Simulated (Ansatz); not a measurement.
Born–Oppenheimer molecular dynamics of BH4OSi (7 atoms, charge 0, multiplicity 2). It starts from a relaxed structure.

These are results of UKS PBE-D4/def2-SVP in Ansatz 0.2.0, not measurements.

| Quantity | Value |
| --- | --- |
| ensemble | NVE (velocity Verlet) |
| time step | 0.5 fs |
| steps asked | 100 |
| starting velocities drawn for | 400 K |
| masses | H 10 u |
| seed | 147253 |

Frames 1 fs apart, positions in Å, forces in eV/Å.

Velocities at 25.0 fs (Å/ps):

```
O 4.24 -2.90 -1.32
B 0.68 -2.93 -0.91
Si 1.02 -0.37 1.13
H -5.36 6.60 4.42
H -6.25 -3.33 2.77
H -0.20 3.15 -2.08
H 1.42 2.41 -5.20
```

```xyz
7
Properties=species:S:1:pos:R:3:forces:R:3 time_fs=25.0 energy_less_start_eV=0.123 T=210
O -1.271 -1.265 1.214 -0.15 -0.19 0.03
B -0.544 -1.250 0.193 0.08 1.04 0.47
Si 0.295 0.758 -0.107 -0.64 0.65 -0.65
H -0.024 -1.893 -0.662 0.14 -0.66 -0.52
H 1.760 0.570 -0.066 0.50 -0.17 -0.02
H -0.076 1.831 0.878 -0.11 -0.22 0.15
H -0.122 1.314 -1.498 0.18 -0.46 0.55
7
Properties=species:S:1:pos:R:3:forces:R:3 time_fs=26.0 energy_less_start_eV=0.144 T=178
O -1.267 -1.268 1.213 -0.25 -0.19 0.17
B -0.543 -1.253 0.192 0.04 1.18 0.53
Si 0.296 0.758 -0.106 -0.78 0.71 -0.72
H -0.029 -1.886 -0.658 0.26 -0.80 -0.72
H 1.754 0.566 -0.063 0.62 -0.18 -0.02
H -0.076 1.835 0.876 -0.10 -0.23 0.14
H -0.121 1.316 -1.503 0.20 -0.49 0.62
7
Properties=species:S:1:pos:R:3:forces:R:3 time_fs=27.0 energy_less_start_eV=0.164 T=147
O -1.263 -1.271 1.211 -0.35 -0.19 0.32
B -0.542 -1.254 0.192 0.03 1.29 0.56
Si 0.297 0.758 -0.105 -0.90 0.76 -0.78
H -0.034 -1.881 -0.654 0.37 -0.92 -0.90
H 1.749 0.563 -0.060 0.73 -0.19 -0.02
H -0.077 1.837 0.874 -0.10 -0.24 0.14
H -0.119 1.318 -1.507 0.22 -0.52 0.67
7
Properties=species:S:1:pos:R:3:forces:R:3 time_fs=28.0 energy_less_start_eV=0.181 T=120
O -1.259 -1.274 1.210 -0.46 -0.19 0.48
B -0.542 -1.254 0.192 0.05 1.37 0.54
Si 0.297 0.758 -0.105 -0.99 0.80 -0.82
H -0.038 -1.876 -0.652 0.45 -1.01 -1.03
H 1.744 0.559 -0.058 0.81 -0.20 -0.01
H -0.077 1.840 0.873 -0.10 -0.24 0.14
H -0.117 1.319 -1.511 0.23 -0.53 0.71
7
Properties=species:S:1:pos:R:3:forces:R:3 time_fs=29.0 energy_less_start_eV=0.194 T=101
O -1.255 -1.278 1.210 -0.56 -0.18 0.64
B -0.541 -1.253 0.193 0.09 1.42 0.47
Si 0.297 0.758 -0.104 -1.06 0.82 -0.85
H -0.043 -1.873 -0.650 0.51 -1.07 -1.13
H 1.740 0.555 -0.055 0.88 -0.20 -0.01
H -0.077 1.842 0.871 -0.09 -0.24 0.14
H -0.115 1.320 -1.514 0.24 -0.54 0.74
7
Properties=species:S:1:pos:R:3:forces:R:3 time_fs=30.0 energy_less_start_eV=0.199 T=92
O -1.252 -1.281 1.209 -0.66 -0.18 0.79
B -0.540 -1.251 0.194 0.16 1.43 0.36
Si 0.297 0.759 -0.104 -1.09 0.84 -0.87
H -0.046 -1.870 -0.650 0.53 -1.09 -1.17
H 1.737 0.551 -0.052 0.91 -0.20 -0.01
H -0.078 1.844 0.870 -0.09 -0.25 0.14
H -0.112 1.320 -1.516 0.24 -0.55 0.75
7
Properties=species:S:1:pos:R:3:forces:R:3 time_fs=31.0 energy_less_start_eV=0.198 T=94
O -1.249 -1.284 1.210 -0.74 -0.18 0.92
B -0.539 -1.248 0.195 0.23 1.41 0.23
Si 0.296 0.760 -0.105 -1.09 0.83 -0.87
H -0.050 -1.868 -0.650 0.53 -1.07 -1.17
H 1.735 0.546 -0.050 0.93 -0.20 0.00
H -0.079 1.846 0.868 -0.09 -0.24 0.13
H -0.110 1.320 -1.518 0.24 -0.54 0.75
7
Properties=species:S:1:pos:R:3:forces:R:3 time_fs=32.0 energy_less_start_eV=0.188 T=109
O -1.247 -1.288 1.210 -0.79 -0.18 1.01
B -0.538 -1.243 0.197 0.31 1.36 0.08
Si 0.295 0.762 -0.105 -1.06 0.82 -0.85
H -0.052 -1.868 -0.652 0.50 -1.02 -1.11
H 1.734 0.542 -0.047 0.91 -0.19 0.00
H -0.080 1.848 0.867 -0.09 -0.24 0.13
H -0.107 1.319 -1.519 0.23 -0.54 0.74
7
Properties=species:S:1:pos:R:3:forces:R:3 time_fs=33.0 energy_less_start_eV=0.172 T=134
O -1.245 -1.292 1.212 -0.81 -0.18 1.04
B -0.536 -1.237 0.199 0.36 1.27 -0.05
Si 0.293 0.763 -0.106 -1.00 0.78 -0.82
H -0.055 -1.868 -0.655 0.45 -0.94 -1.01
H 1.734 0.537 -0.044 0.86 -0.18 0.00
H -0.081 1.849 0.866 -0.09 -0.23 0.13
H -0.104 1.317 -1.519 0.22 -0.52 0.71
7
Properties=species:S:1:pos:R:3:forces:R:3 time_fs=34.0 energy_less_start_eV=0.150 T=168
O -1.244 -1.296 1.213 -0.77 -0.17 1.00
B -0.534 -1.230 0.201 0.39 1.16 -0.15
Si 0.291 0.765 -0.108 -0.91 0.74 -0.78
H -0.057 -1.870 -0.659 0.38 -0.83 -0.88
H 1.734 0.532 -0.042 0.79 -0.17 -0.01
H -0.082 1.851 0.865 -0.09 -0.22 0.14
H -0.101 1.315 -1.518 0.21 -0.50 0.67
7
Properties=species:S:1:pos:R:3:forces:R:3 time_fs=35.0 energy_less_start_eV=0.125 T=207
O -1.243 -1.300 1.216 -0.69 -0.16 0.90
B -0.532 -1.222 0.202 0.38 1.02 -0.20
Si 0.289 0.767 -0.109 -0.79 0.67 -0.71
H -0.058 -1.872 -0.663 0.30 -0.71 -0.72
H 1.735 0.527 -0.039 0.70 -0.14 -0.01
H -0.083 1.852 0.864 -0.10 -0.21 0.14
H -0.097 1.313 -1.517 0.19 -0.47 0.61
7
Properties=species:S:1:pos:R:3:forces:R:3 time_fs=36.0 energy_less_start_eV=0.099 T=247
O -1.242 -1.304 1.219 -0.56 -0.14 0.73
B -0.529 -1.212 0.204 0.33 0.86 -0.21
Si 0.287 0.770 -0.111 -0.64 0.60 -0.63
H -0.059 -1.875 -0.668 0.21 -0.57 -0.55
H 1.737 0.522 -0.036 0.60 -0.12 -0.02
H -0.084 1.852 0.864 -0.10 -0.20 0.14
H -0.093 1.310 -1.515 0.16 -0.44 0.54
```

Of the whole run (50 fs, mean temperature of the second half 205 K): The conserved energy stayed within 0.034 meV per atom of its start (net change 0.028 meV per atom), so the integration is sound. A run of 0.05 ps of so small a system gives no equilibrium averages.

The run took 3.5 min on 1 thread of Arm Neoverse V1, on a shared host, peak memory 0.12 GiB.
